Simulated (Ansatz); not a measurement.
## hcp Co, cohesive energy

Reference value: 4.47 eV/atom (measured, finite-temperature (and zero-point) corrections as in the cited sets; as tabulated in Jana et al. (2018), arXiv:1807.00350).

**Question.** Which of these levels comes closest to the reference?
A) r²SCAN (Ansatz (a quantum-chemistry and plane-wave program))
B) RPBE (Ansatz)
C) PBE (Ansatz)
D) r²SCAN+rVV10 (Ansatz)

**Answer.** B, RPBE (Ansatz)

```json
[
 {"level (code)": "PBE (Ansatz)", "value (eV/atom)": "5.02", "cell (Å³/atom)": "10.86", "error (eV/atom)": "+0.55"},
 {"level (code)": "RPBE (Ansatz)", "value (eV/atom)": "4.38", "cell (Å³/atom)": "11.16", "error (eV/atom)": "-0.09"},
 {"level (code)": "r²SCAN (Ansatz)", "value (eV/atom)": "4.70", "cell (Å³/atom)": "10.64", "error (eV/atom)": "+0.23"},
 {"level (code)": "r²SCAN+rVV10 (Ansatz)", "value (eV/atom)": "4.96", "cell (Å³/atom)": "10.53", "error (eV/atom)": "+0.49"}
]
```

Closest of the ranked levels: RPBE (-0.09 eV/atom). Farthest off among them: PBE (+0.55 eV/atom). Within 0.3 eV/atom: RPBE, r²SCAN.

Free atoms are spin-polarised, in the lowest state found; at levels without +SOC their spin–orbit coupling is left out. Spin-polarised runs: PBE (parallel moments), RPBE (parallel moments), r²SCAN (parallel moments), r²SCAN+rVV10 (parallel moments). Each level is taken at its own relaxed cell. Cutoffs differ between the levels. Ansatz's density-functional and Hartree–Fock values are scalar-relativistic unless marked +SOC, with PAW data made under PBE.

Differences are worked out from the printed values.
